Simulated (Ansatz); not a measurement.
Species: HS, SMILES `[SH]` (charge 0, multiplicity 2), formula HS.

Problem. How many basis functions does frozen-core CCSD(T)/cc-pVTZ // r2SCAN-D4/def2-TZVP (Ansatz, an electronic-structure program) use, how many core orbitals are frozen, and how many electrons are correlated?

Solution. 48 basis functions and 5 frozen orbitals, which leaves 7 correlated electrons. Core time is of the order of seconds.
